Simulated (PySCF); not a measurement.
**Magnetisability: `InChI=1S/C5H5/c1-2-4-5-3-1/h1-5H/q-1`, charge -1**

Geometry (Å), atoms numbered from 1 in this order:
```xyz
10

C     0.4046   -1.1223    0.0868
C    -0.9498   -0.7466   -0.0550
C    -1.0059    0.6627   -0.1354
C     0.3138    1.1581   -0.0431
C     1.1857    0.0550    0.0942
H     0.7830   -2.1467    0.1759
H    -1.8064   -1.4286   -0.0958
H    -1.9137    1.2656   -0.2492
H     0.6094    2.2127   -0.0727
H     2.2760    0.1039    0.1901
```

Total charge -1.

Method: PySCF, GIAO KT3/aug-pcSseg-1 magnetisability, rotational g tensor and spin-rotation constants, non-relativistic, gas phase. Geometry: PBE0-D3(BJ)/def2-SVP.

For an ion the centre-of-mass motion in the field is neglected. The highest occupied orbital is unbound at this level, so the values depend on the basis.

How diamagnetic is it, and how anisotropic?

Isotropic -895 × 10⁻³⁰ J/T², or -53.9 × 10⁻⁶ cm³/mol; principal values -1493, -596, -596 × 10⁻³⁰ J/T², anisotropy 896 × 10⁻³⁰ J/T² (root of half the summed squared differences of the principal values). The susceptibility is in cgs units.

Split it along the inertial axes a, b, c into diamagnetic and paramagnetic parts about the centre of mass, with the quadrupole moment.


```tsv
axis	χ (10⁻⁶ cm³/mol)	diamagnetic (10⁻⁶ cm³/mol)	paramagnetic (10⁻⁶ cm³/mol)	summed x² of all electrons (Å²)	quadrupole Θ (D Å)
a	-35.9	-218.7	182.8	43.0	+1.06
b	-35.9	-218.7	182.8	43.0	+1.06
c	-89.9	-364.7	274.8	8.6	-2.13
```
Anisotropies 2χaa − χbb − χcc = +54.0 and 2χbb − χaa − χcc = +54.0 × 10⁻⁶ cm³/mol. Θ is traceless in Buckingham's convention.

And the rotational g tensor?


```csv
axis,rotational constant (GHz),g,nuclear part,electronic part
a,8.9253,-0.1462,0.6201,-0.7663
b,8.9249,-0.1462,0.6201,-0.7663
c,4.4626,+0.0440,0.6201,-0.5761
```
Oblate top; isotopes 12C, 1H; no vibrational averaging.
